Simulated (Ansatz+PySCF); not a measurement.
Values are calculated unless marked as measured or tabulated.
A run of PySCF 2.14.0 on singlet C3H5(+) at this shape:

```xyz
8

C     0.0000    0.0000   -0.4533
C     0.0000    1.0946    0.1942
C     0.0000   -1.0946    0.1942
H     0.0000    0.0000   -1.4604
H     0.0000    1.9866   -0.2788
H     0.0000    1.1074    1.2039
H     0.0000   -1.9866   -0.2788
H     0.0000   -1.1074    1.2039
```

Its results:

- Converged: yes
- Reference energy: -116.05441 hartree
- CCSD correlation energy: -0.39885 hartree
- Triples correction: -0.01336 hartree
- Total energy: -116.46662 hartree

Q: Which input gives this output? Name the method, the orbitals and the basis set, and write the input.

A: RHF-CCSD(T) in def2-SVP. An unrestricted run that stays on the closed shell gives the same numbers.

```python
from pyscf import gto, scf, cc

mol = gto.M(atom="""
C 0.000000 0.000000 -0.453350
C 0.000000 1.094650 0.194180
C 0.000000 -1.094650 0.194180
H 0.000000 0.000000 -1.460380
H 0.000000 1.986560 -0.278780
H 0.000000 1.107420 1.203940
H 0.000000 -1.986560 -0.278780
H 0.000000 -1.107420 1.203940
""", basis='def2-svp', charge=1, spin=0)
mf = scf.RHF(mol)
mf.kernel()
mycc = cc.CCSD(mf, frozen=3).run()
et = mycc.ccsd_t()
print(mf.e_tot, mycc.e_corr, et, mycc.e_tot + et)
```
